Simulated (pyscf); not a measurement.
**Routes from `[BH2][F]` + `[CH4]`**

Candidate steps break at most two bonds and form at most two. Each was searched with GFN2-xTB (tblite) first. PySCF, gas phase, ωB97X-D3(BJ)/def2-SVP geometries. MP2 and CC: frozen core, UHF for open shells. ΔMP2 is the change of the MP2 total energy from the triple- to the quadruple-zeta basis. Energies: CCSD(T)/def2-TZVPP + ΔMP2(QZVPP), kJ/mol, from the separated reactants, singlet surface.

| products | type | ΔE‡ | ΔE | ΔG‡ 298 K | ΔG‡ 900 K | ν‡ (cm⁻¹) |
|---|---|---|---|---|---|---|
| H₂B–CH₃ + HF | four-centre exchange | 215.9 | +144.0 | 250.1 | 329.4 | 1191i |
| BH₃ + H₃C–F | four-centre exchange | 426.4 | +252.2 | 461.3 | 536.4 | 1035i |

Row 2: On the product side the descent ends in a complex, 27.5 kJ/mol under the separated species and 197.2 kJ/mol under the saddle at ωB97X-D3(BJ)/def2-TZVP. 

Under all of these lies the exit to H₃C–BH–F + H₂ (barrier +145.3 kJ/mol at ωB97M-D3(BJ)). Plain bond fissions and candidates not yet searched are not listed, and one of them may be faster. Each barrier is that of the saddle found; lower ones may exist. The CCSD(T) − MP2 part came from Ansatz, without density fitting, on the same reference.
